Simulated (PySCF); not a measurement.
Metal–ligand bonds in Cd(NH2)1–Y. All species are isolated molecules in the gas phase. One relaxed conformer stands for each flexible species; it need not be the lowest. Multiplicities are imposed; where one is given, others were not computed. Strings in code marks are SMILES.

The dipole moment from two functionals at the same geometries (PBE-D3(BJ)/def2-SVP), both in PySCF: PBE-D3(BJ)/def2-TZVP and TPSSh-D3(BJ)/def2-TZVP. 

```json
[
 {"species": "free radical OH (`[OH]`)", "TPSSh-D3(BJ)/def2-TZVP (D)": "1.75"},
 {"species": "free radical NH2 (`[NH2]`)", "TPSSh-D3(BJ)/def2-TZVP (D)": "1.93"},
 {"species": "free radical CH3 (`[CH3]`)", "TPSSh-D3(BJ)/def2-TZVP (D)": "0.00"},
 {"species": "free radical OCH3 (`C[O]`)", "TPSSh-D3(BJ)/def2-TZVP (D)": "2.02"},
 {"species": "free radical N(CH3)2", "TPSSh-D3(BJ)/def2-TZVP (D)": "1.70"},
 {"species": "free radical SH", "TPSSh-D3(BJ)/def2-TZVP (D)": "0.88"}
]
```

Task: What does PBE-D3(BJ)/def2-TZVP give for each?

Result: 
- free radical OH (`[OH]`): 1.73
- free radical NH2 (`[NH2]`): 1.92
- free radical CH3 (`[CH3]`): 0.00
- free radical OCH3 (`C[O]`): 2.10
- free radical N(CH3)2: 1.70
- free radical SH: 0.87
Over these rows, drawn at random from the members with no instability flagged (it was tested for open shells, ions and some series alone), PBE minus TPSSh-D3(BJ): mean +0.01 D, from -0.02 D to +0.09 D.
